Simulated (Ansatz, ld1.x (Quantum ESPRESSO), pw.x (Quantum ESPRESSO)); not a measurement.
# What a changed setting does to a pw.x run (bcc S)

Potential: norm-conserving Troullier–Martins (Kleinman–Bylander form), ld1.x (Quantum ESPRESSO) 7.5, PBEsol; core [Ne], reference 3s2 3p3.5; waves: 3s (bound): rc 1.40 bohr; 3p (bound): rc 1.25 bohr; 3d channel at 0.15 Ry: rc 1.45 bohr; local part: all-electron potential smoothed inside 1.05 bohr (lloc = -1); core correction: Bessel-smoothed model core, default radius (core density twice the valence density).

The reference run (k-mesh 15³, cutoffs 135/540 Ry, Fermi–Dirac 0.01 Ry, mixing_beta 0.4, conv_thr 1e-9, no spin) gives -0.07 GPa at 14.840 Å³/atom, where all-electron LAPW gives 0.59 GPa. This run, with its own iteration cap, changes k-mesh shift to 1.

```
&control
  calculation='scf', prefix='x', pseudo_dir='./', outdir='./tmp', tstress=.true., disk_io='none'
/
&system
  ibrav=0, nat=1, ntyp=1, ecutwfc=135, ecutrho=540, nbnd=10,
  occupations='smearing', smearing='fd', degauss=0.01
/
&electrons
  conv_thr=1e-09, mixing_beta=0.4, electron_maxstep=60
/
ATOMIC_SPECIES
S 1.0 S.UPF
CELL_PARAMETERS angstrom
  -1.54807253 1.54807253 1.54807253
  1.54807253 -1.54807253 1.54807253
  1.54807253 1.54807253 -1.54807253
ATOMIC_POSITIONS crystal
S 0.0000 0.0000 0.0000
K_POINTS automatic
15 15 15 1 1 1
```

```bash
pw.x < S.scf.in > S.scf.out
```

Q: How does the run end?

A: It converges in 6 iterations; the free energy moves by -14.1 meV/atom and the pressure by -0.38 GPa.

```
Message from routine setup:
     using ibrav=0 with symmetry is DISCOURAGED, use correct ibrav instead
     lattice parameter (alat)  =       5.0670  a.u.
     unit-cell volume          =     100.1453 (a.u.)^3
     number of electrons       =         6.00
     number of Kohn-Sham states=           10
     kinetic-energy cutoff     =     135.0000  Ry
     charge density cutoff     =     540.0000  Ry
     scf convergence threshold =      1.0E-09
     Exchange-correlation= PBESOL
     number of k points=   120  Fermi-Dirac smearing, width (Ry)=  0.0100
     iteration #  1     ecut=   135.00 Ry     beta= 0.40
     total energy              =     -30.86170121 Ry
     estimated scf accuracy    <       0.02536476 Ry
     iteration #  2     ecut=   135.00 Ry     beta= 0.40
     total energy              =     -30.86002989 Ry
     estimated scf accuracy    <       0.00510401 Ry
     iteration #  3     ecut=   135.00 Ry     beta= 0.40
     total energy              =     -30.86075052 Ry
     estimated scf accuracy    <       0.00002355 Ry
     iteration #  4     ecut=   135.00 Ry     beta= 0.40
     total energy              =     -30.86076273 Ry
     estimated scf accuracy    <       0.00000135 Ry
     iteration #  5     ecut=   135.00 Ry     beta= 0.40
     total energy              =     -30.86076295 Ry
     estimated scf accuracy    <       0.00000003 Ry
     iteration #  6     ecut=   135.00 Ry     beta= 0.40
     the Fermi energy is    10.2345 ev
!    total energy              =     -30.86076296 Ry
     estimated scf accuracy    <          1.9E-10 Ry
     smearing contrib. (-TS)   =      -0.00236217 Ry
     The total energy is F=E-TS. E is the sum of the following terms:
     one-electron contribution =       5.95631886 Ry
     hartree contribution      =       0.84298622 Ry
     xc contribution           =     -15.26573866 Ry
     ewald contribution        =     -22.39196720 Ry
     convergence has been achieved in   6 iterations
          total   stress  (Ry/bohr**3)                   (kbar)     P=       -4.45
     Message from routine punch:
     Nothing written, as per user request (disk_io='none')
```

The run took about 34 s on one core of a shared server CPU.
